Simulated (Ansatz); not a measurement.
System (SMILES): [CH2]Cl (CH2-Cl), doublet.
Atoms: C1, Cl2, H3, H4. Bonds: C1-Cl2, C1-H3, C1-H4.

Basis-set convergence of the optimised C1-H3 bond length at B3LYP with Ansatz (a program for electronic structure). All functions are spherical. The program fits the integrals of some runs and decomposes those of others, by size. Open shells are unrestricted. No added dispersion term, no relativity. Reference: the value in def2-QZVPPD, 1.0752 Å. Deviations are taken from unrounded values.

| basis | functions |
|---|---|
| pcseg-0 | 26 |
| pcseg-1 | 42 |
| pcseg-2 | 92 |
| aug-pcseg-2 | 142 |
| pcseg-3 | 190 |

Question: Which is the smallest pcseg set listed that can be trusted to 0.005 Å here, that is, within that of the reference together with its larger relatives (same family, alike in diffuse functions; a set with none to test it counts only in the reference's own line)?

Answer: The smallest set listed that lies within 0.005 Å of the reference with all its larger relatives (same family, alike in diffuse functions; a set with none counts only in the reference's own line) is pcseg-2 (92 functions, 0.0004 Å off). Inside, with no larger relative to test it: aug-pcseg-2. Value minus reference: pcseg-0 0.0064, pcseg-1 0.0098, pcseg-2 0.0004, aug-pcseg-2 0.0004, pcseg-3 0.0000 Å.
